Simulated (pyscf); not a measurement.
`[SiH3][O][SnH3]` + `[OH2]` → `[OH][SiH3]` + `[OH][SnH3]`, a four-centre exchange (singlet surface; O–Si, H–O broken, O–Si, H–O formed). PySCF, gas phase, ωB97X-D3(BJ)/def2-SVP geometries. Energies in kcal/mol from the separated reactants.

AM1 to PM7: differences of heats of formation from MOPAC. 

Problem. In single points PM3 puts the saddle at 46.0 kcal/mol and the reaction energy at +4.3 kcal/mol. Should these be trusted to within a few kcal/mol? Compare with ωB97M-D3(BJ)/def2-TZVP.

Solution. ωB97M-D3(BJ)/def2-TZVP gives ΔE‡ = 21.4 kcal/mol and ΔE = +4.2 kcal/mol. PM3 lies 24.6 kcal/mol over it in the barrier and 0.1 kcal/mol over it in the reaction energy, so on this step it does not hold to within 3.0 kcal/mol. ωB97M-D3(BJ)/def2-TZVP has limits of its own. On the reactant side the descent ends in a complex, 5.0 kcal/mol under the separated species and 26.5 kcal/mol under the saddle at ωB97X-D3(BJ)/def2-TZVP. On the product side the descent ends in a complex (not fully relaxed), 4.3 kcal/mol under the separated species and 20.0 kcal/mol under the saddle at ωB97X-D3(BJ)/def2-TZVP. This is the saddle that the search found; another between the same sides may lie lower. Elements past Kr carry the def2 core potentials, without spin-orbit coupling.
